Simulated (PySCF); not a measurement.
Protons, H atoms and electrons added to or taken from CC=C. Isolated molecules, 0 K electronic values unless said otherwise. One relaxed conformer stands for each flexible species; it need not be the lowest. Strings in code marks are SMILES.

All values below come from PBE0-D4/def2-TZVP (PySCF). 

```
species                                                   dipole moment (D)  highest occupied spin orbital (eV)
--------------------------------------------------------  -----------------  ----------------------------------
neutral parent (`C=CC`)                                                0.42                                   –
proton added at C1 (`C[CH+]C`)                                            –                                   –
H atom removed from C1 (`[H]/[C]=C\C`)                                    ?                               -6.76
H atom removed from C2 (`[C](=C)C`)                                    0.94                               -6.25
H atom removed from C3 (`[CH2]C=C` (H–C–C–C torsion 0°))                  –                               -5.89
```

**Question.** Fill in the missing entries.

**Answer.** 
- H atom removed from C1 (`[H]/[C]=C\C`), dipole moment (D): 1.07
